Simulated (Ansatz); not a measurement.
C₄H₉NO (`CCCC(N)=O`). Total charge 0; spin multiplicity 1. The structure was optimised at the PBE0-D4/def2-TZVP level. It is one conformer, not always the lowest.

```xyz
15

C    -0.373    0.493   -2.176
C     0.065    0.795   -0.755
C    -0.167   -0.375    0.184
C     0.139   -0.036    1.628
N     0.569   -1.076    2.386
O    -0.008    1.077    2.087
H    -1.441    0.259   -2.219
H     0.168   -0.362   -2.591
H    -0.195    1.346   -2.835
H    -0.470    1.662   -0.362
H     1.126    1.063   -0.738
H     0.410   -1.250   -0.135
H    -1.223   -0.674    0.148
H     0.674   -2.000    2.012
H     0.726   -0.922    3.367
```

(1) What is the dipole moment at r2SCAN/def2-TZVPP? (Estimate.)

(2) And with PBE, B3LYP, ωB97M-V? (An estimate is asked.)

(3) Give the Mulliken charges with r2SCAN, PBE, ωB97M-V in def2-TZVPP. (An estimate is asked.)

## Answers

(1) Computed: 3.58 D, with components (0.56, -3.48, -0.63) D in this frame, pointing from negative to positive charge.

(2) The calculation gave: PBE 3.49 D, B3LYP 3.61 D, ωB97M-V 3.62 D.

(3) Ansatz gave: 
| atom | r2SCAN | PBE | ωB97M-V |
| --- | --- | --- | --- |
| C1 | -0.15 | -0.25 | -0.31 |
| C2 | 0.01 | -0.08 | -0.14 |
| C3 | -0.06 | -0.12 | -0.19 |
| C4 | 0.28 | 0.16 | 0.27 |
| N5 | -0.31 | -0.25 | -0.22 |
| O6 | -0.38 | -0.30 | -0.36 |
| H7 | 0.04 | 0.07 | 0.10 |
| H8 | 0.03 | 0.07 | 0.09 |
| H9 | 0.05 | 0.08 | 0.11 |
| H10 | 0.04 | 0.08 | 0.10 |
| H11 | 0.02 | 0.06 | 0.09 |
| H12 | 0.02 | 0.05 | 0.08 |
| H13 | 0.06 | 0.08 | 0.11 |
| H14 | 0.17 | 0.16 | 0.13 |
| H15 | 0.19 | 0.18 | 0.15 |

B3LYP here is the variant with VWN-RPA as its local correlation; programs differ in this.
